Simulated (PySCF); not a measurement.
# Towards the basis-set limit for OH−

One table from this session's results is given with a row withheld; the runs are named, their logs left out.

Computed with PySCF 2.14.0. Level: CCSD(T) on RHF, no relativity in the base curves; scalar relativity is added as a correction.

2 further runs of the same task are left out: 2 set aside as unsound or not needed.

The first run:

| Property | Result |
| --- | --- |
| molecule | OH− |
| state | singlet, unpaired electrons none |
| smaller basis | H aug-cc-pVTZ, O aug-cc-pVTZ |
| larger basis | H aug-cc-pVQZ, O aug-cc-pVQZ |
| frozen core orbitals | 1 |
| extrapolation | correlation as n⁻³ (n = 3, 4), Hartree–Fock as (n+1)·exp(−9√n) |
| corrections | core–valence correlation, scalar relativity |
| distances (Å) | 0.8545, 0.8934, 0.9322, 0.9710, 1.0099, 1.0584, 1.1070 |
| masses (u) | 1.0078, 15.9949 |
| dissociation limit | H + O− |

On the command line:

```bash
> OMP_NUM_THREADS=4 python comp.py task.json out
```

One table of the session follows, with a row left open; its other results are not shown here.

Parts of the energy along the bond, in eV from H + O−:

```
 R (Å)  HF/CBS  CCSD corr.      (T)  core–valence  relativity
0.8545  -3.016      -1.547  -0.0815       -0.0119      0.0042
0.8934  -3.214      -1.584  -0.0894       -0.0098      0.0041
0.9322  -3.288      -1.621  -0.0973       -0.0080      0.0040
0.9710       ?           ?        ?             ?           ?
1.0099  -3.178      -1.697  -0.1132       -0.0048      0.0034
1.0584  -2.992      -1.744  -0.1228       -0.0032      0.0030
1.1070  -2.751      -1.790  -0.1320       -0.0018      0.0025
```

Estimate the missing values for R (Å) = 0.9710.

Worked estimate for «HF/CBS». A straight line through the neighbours (0.9322, -3.288) and (1.0099, -3.178) gives -3.288 + (-3.178 + 3.288) × (0.9710 − 0.9322) / (1.0099 − 0.9322) = -3.233; a parabola fitted to 4 rows on both sides gives -3.267.

**Answer.** HF/CBS: -3.269; CCSD corr.: -1.659; (T): -0.1053; core–valence: -0.0063; relativity: 0.0037. In «HF/CBS» the line misses by +0.036 and the parabola by +0.002.

Limits of these values: Spin–orbit coupling and excitations beyond (T) are left out.
